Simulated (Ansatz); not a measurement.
# B2S (triplet): wave-function methods side by side at a displaced geometry (v2), cc-pVDZ

An exercise on one series of results from a longer session: the logs are not shown, and one member is left open.

The runs use Ansatz 0.2.0, Gaussian basis; cc-pVDZ, core rule «outside noble gas», up to 7 orbitals frozen.

Plan: UHF; CCSD(T) on ROHF; CCSD(T) on UHF; BCCD(T) on ROHF; CISD; CCSDT(Q) on ROHF; CCSDT(Q) on UHF.

27 further runs of the same task are left out: 13 that didn't finish, 14 set aside as unsound or not needed.

## The system

The geometry is a PBE0/def2-TZVP stationary point (not a proven minimum) with its atoms shifted at random (size 0.100 Å).

3 atoms, charge 0, spin multiplicity 3.

Atoms are counted from 1 here; the program's logs count them from 0.

Bond lengths: B1–B2 1.590 Å, B2–S3 1.628 Å. Angles: B1–B2–S3 171.2°.

Set-up of the first run:

in.yaml reads:

```yaml
crystal:
  periodic: [false, false, false]
  atoms:
    - {symbol: B, position_ang: [0.084376, 0.005225, 1.595999]}
    - {symbol: B, position_ang: [-0.080498, 0.013599, 0.014891]}
    - {symbol: S, position_ang: [-0.003878, -0.018825, -1.610890]}
basis:
  gaussian: {orbitals: cc-pVDZ}
magnetization: {spin_polarized: true, initial_magnetization: 2}
hamiltonian: {xc: hf}
output: {orbitals: {seedname: orbitals}}
```

Started as:

```
$ ansatz run in.yaml --threads 1 --pin off --events-out ev --progress --plain --max-ram 2393MiB
```

Steps of the session up to this table: UHF; CCSD(T) on ROHF; CCSD(T) on UHF; BCCD(T) on ROHF; CISD; CCSDT(Q) on ROHF; CCSDT(Q) on UHF.

One of the session's tables, all rows but one given; the rest of the session is left out.

It belongs to the step «Misses and costs». 

| method | from UCCSDT(Q) (kJ/mol) |
| --- | --- |
| ROHF | +725.2 |
| UHF | +719.8 |
| RMP2 | +115.1 |
| UMP2 | +114.2 |
| CISD | +105.4 |
| RCCSD | +42.4 |
| UCCSD | +42.1 |
| RCCSD(T) | +7.4 |
| UCCSD(T) | +7.5 |
| BCCD(T) | +7.6 |
| RCCSDT | +3.2 |
| UCCSDT | +3.2 |
| RCCSDT(Q) | ? |
| UCCSDT(Q) | 0 |

**Question.** Estimate the row for RCCSDT(Q).

As computed: from UCCSDT(Q) (kJ/mol): +0.8. In the column «from UCCSDT(Q) (kJ/mol)» it lies between UCCSDT(Q) (0) and RCCSDT (+3.2).

Limits of these values: Restricted and unrestricted rows rest on different reference determinants; where their highest levels disagree by more than a few hundredths of an eV, they describe different states and don't form one ladder.
